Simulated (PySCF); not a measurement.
Compound: ethyl isocyanide, C3H5N.
Numbering: `[C-:1]#[N+:2][CH2:3][CH3:4]` (hydrogens: H5, H6 on C3; H7, H8, H9 on C4)

The calculation used PBE0-D3(BJ)/def2-SVP geometry optimisation, gas phase (PySCF).

Question: Give the optimised bond lengths and angles.

Answer: 
```
               bond  length (Å)   order
              C1≡N2       1.173  triple
              N2–C3       1.415  single
              C3–C4       1.520  single
       C3–H5, C3–H6       1.102  single
C4–H7, C4–H8, C4–H9       1.099  single
```

Bonds in one row agree within 0.01 Å and their mean is given. Orders are formal, as drawn. A selection of angles:
```
   angle  degrees
C1–N2–C3    178.3
N2–C3–C4    112.2
N2–C3–H5    108.1
C4–C3–H5    110.7
H5–C3–H6    106.8
C3–C4–H7    110.8
C3–C4–H8    109.8
H7–C4–H8    108.5
H8–C4–H9    108.5
```

The 4 heavy atoms lie in one plane (0.001 Å rms). The 2 C–N bonds span 1.173 Å (C1≡N2, drawn triple) to 1.415 Å (N2–C3, drawn single), a spread of 0.242 Å.

Point group: Cs (every atom within 0.08 Å of its image). PBE0-D3(BJ)/def2-SVP frequencies: not computed here.

On an Arm Neoverse V1 with one thread, no GPU (shared host), this took 13 s of wall time. These figures are those of the optimisation.
